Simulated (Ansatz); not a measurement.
# fcc Al

Method: PBEsol in Ansatz (PAW).

Numerical settings: plane-wave cutoff 500 eV, 8×20×1 k mesh (along the axes of the cell as run), Fermi–Dirac smearing 0.1 eV, scalar-relativistic PAW data made under PBE.

Cell: relaxed at this level.

```
Quantity                             Result
--------------------------------  ---------
surface energy of the (211) face  1.11 J/m²
work function of the (211) face     4.21 eV
```

The slab of 24 atoms is relaxed and unreconstructed.

Static lattice: no zero-point or thermal effects.

Computing time: about 19 core-minutes (a rough figure).

Ansatz is a program for electronic structure.
